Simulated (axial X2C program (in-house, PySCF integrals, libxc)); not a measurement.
## Potential curves of NaAl, two-component

All values were computed with an axial X2C code built on PySCF integrals. Two-component (2c) means X2C with spin–orbit coupling and atomic mean-field two-electron Coulomb and Gaunt terms. Basis: Al dyall-v3z [8s8p2d1f], Na dyall-cv3z [9s8p5d2f] (cores contracted in-house); Gaussian nuclei, density fitting, unrestricted open shells. Masses: Al 26.982 u, Na 22.990 u.

State: Ω = 0 (closed shell). Energies in kJ/mol from the fragments at the same level (Al + Na). Fits are polynomials in 1 − R0/R over 0.85 to 1.23 times the lowest point R0.

| R (Å) | HF | PBE0 |
| --- | --- | --- |
| 2.7379 | 43.86 | -48.91 |
| 2.8638 | 30.68 | -59.50 |
| 2.9582 | 24.39 | -64.19 |
| 3.0526 | 20.56 | -66.68 |
| 3.1470 | 18.74 | -67.38 |
| 3.2571 | 18.65 | -66.45 |
| 3.3673 | 20.29 | -64.02 |
| 3.5089 | 24.34 | -59.28 |
| 3.6820 | 31.41 | -51.79 |
| 3.9337 | 44.26 | -39.02 |

Occupations by symmetry block were frozen at the best pattern of an incomplete PBE0 search. The closed shell is kept restricted, so the energy runs too high when the bond is stretched far. Dissociation energies refer to the lowest single-determinant-based atoms at the same level and basis. The 2c atoms are single determinants rather than J levels; their spin–orbit lowering is only partly caught, and De is too large by that part. This holds for PBE0. PBE0 can misorder states that lie within some tenths of an eV, so this need not be the ground state of the molecule. The nearest other 2c determinant of the search, Ω = 2, lies 0.16 eV up at the distance of the search. The functionals have no current-density term, which raises determinants with orbital currents, atoms included.

Task: Fit the HF curve near its minimum: give the equilibrium distance, the harmonic wavenumber and the well depth.

Result: At HF, 2c: Re = 3.206 Å, ωe ≈ 190 cm⁻¹, De = -0.19 eV to Al + Na; Be follows as 0.132 cm⁻¹.

Task: Fit the PBE0 curve near its minimum: give the equilibrium distance, the harmonic wavenumber and the well depth.

Result: At PBE0, 2c: Re = 3.144 Å, ωe ≈ 190 cm⁻¹, De = 0.70 eV to Al + Na; Be follows as 0.137 cm⁻¹.
